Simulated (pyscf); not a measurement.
**Four-centre exchange: H₃C–GeH₃ + H₂ → CH₄ + GeH₄**

Gas phase, singlet surface, charge 0. Bonds broken: C1–Ge2, H9–H10. Bonds formed: C1–H9, Ge2–H10. Single points on ωB97X-D3(BJ)/def2-SVP structures (PySCF, gas phase).

Transition state (Å):

```xyz
10

C      0.0609     0.7663    -0.4157
Ge    -0.5057    -0.8958     1.0502
H      0.8935     1.1894     0.1649
H     -0.5168     1.5973    -0.8628
H      0.4340     0.1220    -1.2250
H     -0.6245    -0.5149     2.5325
H     -1.2958    -2.0873     0.4910
H      1.0080    -1.2958     0.8602
H     -1.1372     0.4825     0.1967
H     -2.0652     0.1235     0.7779
```

One imaginary mode, 1978i cm⁻¹; descent along it reached the two sides named.

| bond | change | reactant side (Å) | saddle | product side |
|---|---|---|---|---|
| C1–Ge2 | breaks | 1.952 | 2.287 | 4.0 |
| H9–H10 | breaks | 0.760 | 1.152 | 2.8 |
| C1–H9 | forms | 3.7 | 1.375 | 1.099 |
| Ge2–H10 | forms | 3.3 | 1.883 | 1.533 |

Electronic energies relative to the separated reactants (kcal/mol):

```json
[
 {"level": "ωB97X-D3(BJ)/def2-TZVP", "barrier": "80.6", "reaction energy": "-8.8", "reverse barrier": "89.4"},
 {"level": "PBE/def2-TZVP", "barrier": "72.1", "reaction energy": "-10.2", "reverse barrier": "82.3"},
 {"level": "r²SCAN/def2-TZVP", "barrier": "75.4", "reaction energy": "-9.8", "reverse barrier": "85.3"},
 {"level": "B3LYP-D3(BJ)/def2-TZVP", "barrier": "78.4", "reaction energy": "-10.4", "reverse barrier": "88.7"},
 {"level": "PBE0-D3(BJ)/def2-TZVP", "barrier": "75.0", "reaction energy": "-9.9", "reverse barrier": "84.9"},
 {"level": "M06-2X/def2-TZVP", "barrier": "78.9", "reaction energy": "-7.9", "reverse barrier": "86.8"},
 {"level": "ωB97M-D3(BJ)/def2-TZVP", "barrier": "79.4", "reaction energy": "-10.5", "reverse barrier": "89.9"},
 {"level": "HF/def2-TZVP", "barrier": "94.1", "reaction energy": "-14.3", "reverse barrier": "108.3"}
]
```

With ωB97M-D3(BJ)/def2-TZVP energies and thermal terms (ideal gas, 1 atm, RRHO with modes under 100 cm⁻¹ raised to 100, one conformer, R ln 2 for chiral ones without a mode under 150 cm⁻¹), in kcal/mol:

| T (K) | ΔH‡ | ΔG‡ | ΔH | ΔG |
|---|---|---|---|---|
| 298 | 79.4 | 87.1 | -7.9 | -8.2 |
| 600 | 78.5 | 95.4 | -9.2 | -7.9 |
| 900 | 78.4 | 103.9 | -10.3 | -7.0 |
| 1200 | 78.6 | 112.3 | -11.1 | -5.8 |

At the saddle there is also a short Ge–H contact that neither side keeps. This is the saddle that the search found; another between the same sides may lie lower. Elements up to Kr have no core potential and no relativistic terms here.
